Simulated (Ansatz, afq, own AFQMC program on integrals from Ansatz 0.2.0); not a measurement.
# Atomization energy of C₂H₃, doublet

```
atom    x (Å)    y (Å)    z (Å)
   C  -0.0118   0.0000   0.5946
   C  -0.0254   0.0000  -0.8330
   H   1.1094   0.0000   0.6111
   H  -0.3330   0.9129   1.1148
   H  -0.3330  -0.9129   1.1148
```

Connectivity, by distances: CH3–C.

Atoms in their ground-state spins without spin–orbit coupling (mostly on UHF) minus the molecule (UHF), without zero-point energy. The geometry is a stationary point, not shown to be a minimum.

Basis cc-pVDZ. Only valence electrons are correlated. AFQMC by an in-house program on the Cholesky factors that Ansatz 0.2.0 writes for its CCSD(T) run. ph-AFQMC/CISD is guided by a CISD state made of CCSD amplitudes; releasing the constraint for a short imaginary time cuts its bias at the price of noise, slowly where states lie close. Free AFQMC starts from the CCSD state and is never constrained. Its projection time is finite, and what remains of the start isn't in its error. Uncertainties: one standard error, sampling alone. The errors of all members are added in quadrature.

No full CI on the walks' own integrals is used here. The released AFQMC energy serves as the reference, which it does only where one determinant dominates, the energy is flat over the last release times and near the phaseless one (40 meV or 2 meV an electron, half that with transition metals). On small molecules, where full CI could be run and the noise was under 10 meV, such values lay within 10 meV of it in 19 cases of 20, a flattering rate, since the rule was set on those same cases; what remains of the bias isn't in the error bar. Each member takes its own surest rung, up to full CI.

The best estimate is CCSD(T) at the basis-set limit (CBS: def2-TZVPP and def2-QZVPP, with their diffuse functions for anions and beside diffuse sets, CCSD(T) itself extrapolated) plus the step from CCSD(T) to AFQMC with the constraint released in cc-pVDZ. Rows without CBS are in cc-pVDZ, the functionals in def2-TZVP; B2PLYP and the wave-function rows carry a basis error of their own. Core correlation and relativity beyond core potentials are missing, and ± holds the sampling alone.

Cautions: C₂H₃ (doublet): unrestricted determinant slightly spin contaminated (⟨S²⟩ 0.84 against 0.75), the released value is read at 1.50 1/Eh with a noise of 16 meV, more than in the cases checked (meV from the phaseless value at times in 1/Eh: 4 ± 15 at 0.24, 22 ± 13 at 0.50, 23 ± 14 at 1.00, 24 ± 16 at 1.50); other spins of the molecule weren't checked.

| level | atomization energy (eV) |
| --- | --- |
| r2SCAN | 17.269 |
| HF | 12.519 |
| B2PLYP | 16.984 |

From these cheaper values, estimate the atomization energy at the level of the best estimate.

17.103 ± 0.016 eV (best estimate, highest rung released AFQMC).

```csv
level,atomization energy (eV),error against the best estimate (eV)
MP2,15.767,-1.336 ± 0.016
CCSD,15.665,-1.438 ± 0.016
CCSD(T),15.815,-1.288 ± 0.016
ph-AFQMC/CISD,15.843 ± 0.011,-1.260 ± 0.020
released AFQMC,15.813 ± 0.016,-1.290
free AFQMC,15.831 ± 0.017,-1.272 ± 0.024
HF/CBS,12.783,-4.320 ± 0.016
MP2/CBS,17.053,-0.050 ± 0.016
CCSD(T)/CBS,17.105,0.002 ± 0.016
PBE,17.618,0.515 ± 0.016
PBE0,17.324,0.220 ± 0.016
B3LYP,17.243,0.140 ± 0.016
wB97M-V,17.249,0.146 ± 0.016
```

Correlation beyond CCSD(T) changes it by less than twice the noise. Going to the basis-set limit adds 1.290 eV at CCSD(T). The perturbative (T) step is worth +0.150 eV. The functionals spread over 0.634 eV; B2PLYP and B3LYP come nearest and PBE is 0.515 eV too high.

Best estimates are given only where the step beyond CCSD(T) is under 0.3 eV and no member's determinant is very poor (T1 over 0.05, or 0.07 for open shells, ⟨S²⟩ too high by 0.3, two states mixed), so the hardest cases are missing from such tables.

The functionals ran in a triple-zeta set and keep a basis error of their own, a few kJ/mol for each bond in atomization energies and more for double hybrids, so close places among them and the extrapolated levels can swap.

Free projections are given only where their last times agree within the noise and don't stop above the reference; a slow remainder of the start can still hide under it. Each member of a difference takes its own highest rung, so a best estimate needn't equal the limit plus the step of one row. A walk keeps the symmetry of its determinant, which the program's search chose and which needn't be the lowest solution, so a lower state of the same spin and another symmetry isn't excluded. Released energies are given only where the last usable release times agree within the noise; a slower fall can still hide under it.
